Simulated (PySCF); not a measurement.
Start geometry of `O=C(Cl)/C=C/F` from GFN2-xTB (Å):
```
atom  x, y, z in Å
O1     1.5991   -0.8214    0.8191
C2     1.2080   -0.0896   -0.0330
Cl3    2.3480    0.6955   -1.1260
C4    -0.1686    0.2845   -0.3326
C5    -1.1620   -0.2158    0.3993
F6    -2.4277    0.0924    0.1694
H7    -0.3539    0.9652   -1.1479
H8    -1.0338   -0.9014    1.2271
```

Problem. What comes out of this run: PBE0-D3(BJ)/def2-SVP geometry optimisation, gas phase in PySCF?

Solution. 
```
atom  x, y, z in Å
O1     1.4120   -1.2763    0.3690
C2     1.1009   -0.3777   -0.3456
Cl3    2.1919    0.1887   -1.6368
C4    -0.1473    0.3898   -0.3083
C5    -1.0536    0.0718    0.6229
F6    -2.1956    0.7062    0.7375
H7    -0.3183    1.1960   -1.0218
H8    -0.9141   -0.7316    1.3538
```

The energy falls by 1.9 kJ/mol over 10 energy and gradient evaluations, the largest force component goes from 0.0145 to 2.1e-04 Eh/bohr, and the atoms move by 0.030 Å rms after alignment. The bond that changes most is C2–Cl3 (ends: acyl halide carbon; chlorine bonded to C), which lengthens by 0.019 Å. Bonds longer at the end by more than 0.005 Å: 5 of 7; shorter: 1. Rotational constants go from 7687, 1366, 1160 to 7767, 1354, 1153 MHz. The orientation of the end geometry is arbitrary; only internal coordinates are fixed.

The run used 98 basis functions and 74 SCF cycles in all. On Intel Xeon 6975P-C, one thread (shared host), this took 19 s and 0.53 GiB of memory at its peak.

No frequency check. The numbers are those of one conformer.
